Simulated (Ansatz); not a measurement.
Task: an active-space calculation of H₂O₂, SMILES OO, with the Ansatz DFT code, driven from Python. Give the script and its output. Level of theory (for the species named): Hartree-Fock, cc-pVDZ basis, multiplicity 1.

```xyz
4

O    -0.2835   -0.6391   -0.1246
O     0.2818    0.6402    0.1260
H    -0.0209   -1.1343    0.6620
H     0.0226    1.1333   -0.6634
```

Script `h2o2.py`:
```python
"""Active-space calculation on H2O2."""

import ansatz as az
from ase import Atoms

atoms = Atoms(["O", "O", "H", "H"], positions=[
    (-0.28346, -0.63913, -0.12463),
    (0.28176, 0.64021, 0.12597),
    (-0.02092, -1.13435, 0.66204),
    (0.02262, 1.13327, -0.66338),
])
system = az.Crystal.molecule_from_ase(atoms)

calculation = system.calculation().basis(gaussian="cc-pVDZ").correlation(active_electrons=6, active_orbitals=6)
for method in [None, "sc_nevpt2", "fic_mrcisd_q"]:
    rep = (calculation if method is None else calculation.correlation(method)).run(threads=1, pin="off").report
    space = rep["configurations"]
    state = space["states"][0]
    print(method or "casscf", f"total {rep['free_energy_ev'] / 27.211386246:.6f} Ha, active-space state {state['energy']['hartree']:.6f} Ha, mean field {rep['reference_energy_ev'] / 27.211386246:.6f} Ha")
    print("  determinants", state["n_determinants"], " natural occupations", [round(n, 3) for n in space["natural_occupations"]])
print("effectively unpaired electrons, sum of min(n, 2 - n):", round(sum(min(n, 2 - n) for n in space["natural_occupations"]), 3))
```

Output of `python h2o2.py`:
```text
casscf total -150.883094 Ha, active-space state -150.883094 Ha, mean field -150.784125 Ha
  determinants 400  natural occupations [1.979, 1.975, 1.941, 0.059, 0.023, 0.022]
sc_nevpt2 total -151.162816 Ha, active-space state -150.883091 Ha, mean field -150.784125 Ha
  determinants 400  natural occupations [1.979, 1.975, 1.941, 0.059, 0.023, 0.022]
fic_mrcisd_q total -151.189858 Ha, active-space state -150.883091 Ha, mean field -150.784125 Ha
  determinants 400  natural occupations [1.979, 1.975, 1.941, 0.059, 0.023, 0.022]
effectively unpaired electrons, sum of min(n, 2 - n): 0.209
```

Caveats:
- Total energies depend on the basis set; only differences at equal settings carry meaning.
- The geometry is a force-field or estimated start, not a minimum of this method, and the basis set is short of its limit. The active space starts as a window about the frontier orbitals and is then optimised, not chosen by chemistry.
- Hardware and time: 6.5 s on 1 thread of Arm Neoverse N1, with other jobs on the host, peak memory 0.2 GiB.
